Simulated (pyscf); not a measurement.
Thermochemistry of product channels of H₃Ge–TeH (SMILES [GeH3][TeH]) on the singlet surface, in kcal/mol, from ωB97M-D3(BJ)/def2-TZVP energies (ideal gas, 1 atm, RRHO with modes under 100 cm⁻¹ raised to 100, one conformer, R ln 2 for chiral ones without a mode under 150 cm⁻¹). Structures and frequencies: ωB97X-D3(BJ)/def2-SVP in PySCF.

```tsv
products	ΔE	ΔH(298 K)	ΔG(900 K)	ΔG(1200 K)
H₂Ge=Te (SMILES [GeH2]=[Te]) + H₂ (SMILES [H][H])	___	+22.7	+0.5	___
:HGe–TeH (SMILES [GeH][TeH]) [singlet] + H₂ (SMILES [H][H])	+26.1	+23.5	-1.4	-9.8
```

Task: Fill in the missing entries.

Result: 
- H₂Ge=Te (SMILES [GeH2]=[Te]) + H₂ (SMILES [H][H]), ΔE: +24.7
- H₂Ge=Te (SMILES [GeH2]=[Te]) + H₂ (SMILES [H][H]), ΔG(1200 K): -6.9

The channel to H₂Ge=Te + H₂ turns favourable between 298 and 1200 K (ΔG from +15.5 kcal/mol to -6.9 kcal/mol). The channel to :HGe–TeH [singlet] + H₂ turns favourable between 298 and 1200 K (ΔG from +15.4 kcal/mol to -9.8 kcal/mol).

These are energies of the channels, which say nothing of barriers. Elements up to Kr have no core potential and no relativistic terms here. Elements past Kr carry the def2 core potentials, without spin-orbit coupling.
